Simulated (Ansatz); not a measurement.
# BS+ (quintet): the correlation ladder, def2-QZVPP

An exercise on one series of results from a longer session: the logs are not shown, and one member is left open.

Method: def2-QZVPP, core rule «outside noble gas», up to 6 orbitals frozen; program: Ansatz 0.2.0, Gaussian basis.

To be run: UHF; ROHF; CCSD(T) on UHF.

**The system**

The geometry is a PBE0/def2-TZVP stationary point (not a proven minimum) of the parent state, kept for this charge and spin.

2 atoms, charge 1, spin multiplicity 5.

Atoms are counted from 1 here; the program's logs count them from 0.

Bond lengths: B1–S2 1.790 Å.

Coordinates:

```xyz
2
BS
B     0.0000    0.0000    0.0000
S     0.0000    0.0000    1.7895
```

Set-up of the first run:

File in.yaml:

```yaml
crystal:
  periodic: [false, false, false]
  atoms:
    - {symbol: B, position_ang: [0.000000, 0.000000, 0.000000]}
    - {symbol: S, position_ang: [0.000000, 0.000000, 1.789500]}
basis:
  gaussian: {orbitals: "def2-QZVPP.json"}
total_charge: 1
magnetization: {spin_polarized: true, initial_magnetization: 4}
hamiltonian: {xc: hf}
output: {orbitals: {seedname: orbitals}}
```

On the command line:

```console
$ ansatz run in.yaml --threads 1 --pin off --events-out ev --progress --plain --max-ram 2393MiB
```

Among the steps run: UHF; ROHF; CCSD(T) on UHF.

One table of the session follows, with a row left open; its other results are not shown here.

```
  method  from UCCSD(T) (meV)
    ROHF              +5235.0
     UHF              +5037.1
    UMP2               +958.4
   UCCSD                    ?
UCCSD(T)                    0
```

**Question.** Estimate the row for UCCSD.

**Answer.** from UCCSD(T) (meV): +204.2. In the column «from UCCSD(T) (meV)» it lies between UCCSD(T) (0) and UMP2 (+958.4).
